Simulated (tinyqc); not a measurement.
Inside a calculation. Method: extended Hueckel theory, for PH2. One step of it, computed by the program tinyqc.

Problem. Mulliken analysis. P = C n C^T; charge = valence electrons (P 5, H 1) minus the sum of (P S)_ii on the atom; overlap population = 2 sum P_ij S_ij between two atoms.

coefficients:
```
              MO1        MO2        MO3       MO4        MO5        MO6
1P 3s    0.631303   0.000658  -0.455410  0.000000   0.019830   1.041830
1P 3px   0.000000   0.000000   0.000000  1.000000   0.000000   0.000000
1P 3py  -0.000443   0.578493  -0.000716  0.000000   1.229035  -0.027166
1P 3pz   0.113609   0.000532   0.855425  0.000000   0.016401   0.797710
2H 1s    0.312885   0.376496   0.112143  0.000000  -0.939519  -0.906493
3H 1s    0.314167  -0.375009   0.112136  0.000000   0.902109  -0.948181
```

occupations: 2.000000  2.000000  2.000000  1.000000  0.000000  0.000000

overlap S:
```
           1P 3s    1P 3px     1P 3py    1P 3pz     2H 1s      3H 1s
1P 3s   1.000000  0.000000   0.000000  0.000000  0.421178   0.422781
1P 3px  0.000000  1.000000   0.000000  0.000000  0.000000   0.000000
1P 3py  0.000000  0.000000   1.000000  0.000000  0.462020  -0.462574
1P 3pz  0.000000  0.000000   0.000000  1.000000  0.313087   0.313477
2H 1s   0.421178  0.000000   0.462020  0.313087  1.000000   0.067265
3H 1s   0.422781  0.000000  -0.462574  0.313477  0.067265   1.000000
```

Give: charges; Overlap populations.

Solution.

charges: 1P -0.1852, 2H 0.0926, 3H 0.0927

Overlap populations:

| pair | value |
|---|---|
| 2-1 | 0.814162 |
| 3-1 | 0.815224 |
| 3-2 | -0.008157 |
